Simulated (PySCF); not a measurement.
**A thermochemical cycle for SF**

PBE0 in PySCF with def2-TZVP on every atom, for the lowest determinant that a PBE0 search found; no spin–orbit coupling. SF, a doublet (π ↑), has De = 3.65 eV to neutral atoms, and SF⁺, a triplet (π ↑↑), has De = 4.02 eV to S⁺ + F.

The adiabatic ionisation energy of SF, between the minima, is 10.03 eV.

Q: Which ionisation energy of the S atom does this level give?

A: IE(S) = IE(molecule) + De(ion) − De(neutral) = 10.03 + 4.02 − 3.65 = 10.40 eV; the measured value is 10.36 eV (NIST ASD).

For an ion De counts to the pair picked by the measured ionisation energies or electron affinities, which need not be the lowest pair at this level. States were picked by a PBE0 search and need not be the measured ground states.
